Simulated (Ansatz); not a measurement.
## Rutile TiO₂

Method: r²SCAN (plane waves, PAW; Ansatz, a program for electronic structure).

Settings: plane-wave cutoff 500 eV, 10×4×1 k mesh (along the axes of the cell as run), gaussian smearing 0.02 eV, scalar-relativistic PAW data made under PBE.

Cell: relaxed at this level.

| Property | Result |
|---|---|
| surface energy of the (110) face | 0.61 J/m² |
| ionisation potential of the slab | 7.71 eV |

The slab of 24 atoms is relaxed and unreconstructed.

The computed numbers hold no vibrational or temperature effects.

Cost on a shared machine: about 29 core-minutes (a rough figure).
